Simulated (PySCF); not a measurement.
SiH₂, SMILES [SiH2] (connectivity only; charge and spin as stated), neutral, multiplicity 1. Coordinates come from a r2SCAN-D4/def2-TZVPD optimisation. The isomer is the one that the SMILES or the coordinates give; other isomers of the formula were not compared.

TDDFT-PBE0/def2-TZVPD in PySCF puts the lowest singlet excitations at 2.35, 4.34, 6.23, 6.79, 7.38, 7.85 eV and the lowest triplet (TDA) at 1.04 eV.

Q: What are the lowest singlet roots from EOM-CCSD/aug-cc-pVDZ (PySCF)? (Estimate from the structure and the level; the computed values follow.)

A: 2.47, 4.59, 6.28, 6.53, 6.83, 7.55 eV; triplets 1.21, 4.09, 5.27 eV. S1 differs by 0.13 eV (second minus first; roots are paired by order, and the bases may differ).
